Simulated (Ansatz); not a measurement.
# AlH₂O+ (quintet): the correlation ladder, cc-pVDZ

Aim: climb from Hartree-Fock through coupled cluster for AlH₂O+ (quintet) at one geometry and basis, and see what each rung misses.

The runs use Ansatz 0.2.0, Gaussian basis; cc-pVDZ, core rule «outside noble gas», up to 6 orbitals frozen.

To be run: UHF; CCSD(T) on ROHF; CCSD(T) on UHF; BCCD(T) on ROHF; CISD; CCSDT(Q) on ROHF; CCSDT(Q) on UHF.

37 further runs of the same task are left out: 16 for a known fault of the program, 10 that didn't finish, 11 set aside as unsound or not needed.

**1. The geometry**

The geometry is a PBE0/def2-TZVP stationary point (not a proven minimum) of the parent state, kept for this charge and spin.

4 atoms, charge 1, spin multiplicity 5.

Atoms are counted from 1 here; the program's logs count them from 0.

Bond lengths: Al1–O2 1.747 Å, Al1–H3 1.777 Å, Al1–H4 1.777 Å. Angles: O2–Al1–H3 65.9°, O2–Al1–H4 65.9°, H3–Al1–H4 131.8°.

**2. UHF**

in.yaml

```yaml
crystal:
  periodic: [false, false, false]
  atoms:
    - {symbol: Al, position_ang: [0.000000, 0.000000, 0.653528]}
    - {symbol: O, position_ang: [0.000000, 0.000000, -1.093006]}
    - {symbol: H, position_ang: [0.000000, -1.622098, -0.072304]}
    - {symbol: H, position_ang: [0.000000, 1.622098, -0.072304]}
basis:
  gaussian: {orbitals: cc-pVDZ}
total_charge: 1
magnetization: {spin_polarized: true, initial_magnetization: 4}
hamiltonian: {xc: hf}
output: {orbitals: {seedname: orbitals}}
```

Launch:

```sh
ansatz run in.yaml --threads 1 --pin off --events-out ev --progress --plain --max-ram 2393MiB
```

Further steps of the session: CCSD(T) on ROHF; CCSD(T) on UHF; BCCD(T) on ROHF; CISD; CCSDT(Q) on ROHF; CCSDT(Q) on UHF.

Q: Predict the results of all the runs planned. Wanted: UCCSDT(Q) below the RHF energy; RMP2 from UCCSDT(Q); UMP2 from UCCSDT(Q); RCCSD from UCCSDT(Q); RCCSD(T) from UCCSDT(Q); UCCSD(T) from UCCSDT(Q); RCCSDT(Q) from UCCSDT(Q); T1 diagnostic.

**Answer**, as computed:

| quantity | value |
| --- | --- |
| UCCSDT(Q) below the RHF energy | -5.8899 eV |
| RMP2 from UCCSDT(Q) | +77.1 kJ/mol |
| UMP2 from UCCSDT(Q) | +76.7 kJ/mol |
| RCCSD from UCCSDT(Q) | +19.9 kJ/mol |
| RCCSD(T) from UCCSDT(Q) | +3.9 kJ/mol |
| UCCSD(T) from UCCSDT(Q) | +4.4 kJ/mol |
| RCCSDT(Q) from UCCSDT(Q) | +0.4 kJ/mol |
| levels within 1 kcal/mol (43 meV) | RCCSD(T), RCCSDT, UCCSDT, RCCSDT(Q) |
| T1 diagnostic | 0.049 |

**Reading.** RCCSD(T) lands +3.9 kJ/mol from the yardstick (0.7 % of the correlation energy). These misses are within one basis, not against nature; the frozen cores of restricted and unrestricted runs differ, which can shift their rows.
